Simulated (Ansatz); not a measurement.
System: bcc K. Method: HSE06 in Ansatz (plane waves, PAW).

A relaxed, unreconstructed slab of the (111) face has 12 atoms, two equal faces of 49.552 Å² each and an energy of -18463.0744 eV. A bulk cell of 3 atoms with the same orientation and in-plane k mesh has -4615.9831 eV. Energies are extrapolated to zero smearing.

Numerical settings: plane-wave cutoff 500 eV, 4×4×1 k mesh (along the axes of the cell as run), Fermi–Dirac smearing 0.1 eV, scalar-relativistic PAW data made under PBE.

Worked out: γ = (E_slab − N E_bulk per atom)/2A = [-18463.0744 − 12 × (-4615.9831/3)]/(2 × 49.552) = 0.0087 eV/Å². With 16.022 J/m² per eV/Å² this is 0.14 J/m², or 0.43 eV per surface cell and face.

Note: exact exchange on metals is sensitive to the k mesh and can open a false gap; the run warned that the count of filled bands differs between k points; the run warned that its SCF threshold was loose for the stress; the run warned of electron density left in the vacuum; the run warned that its exchange threshold was loose for the stress.

Ansatz is a quantum-chemistry and plane-wave program.
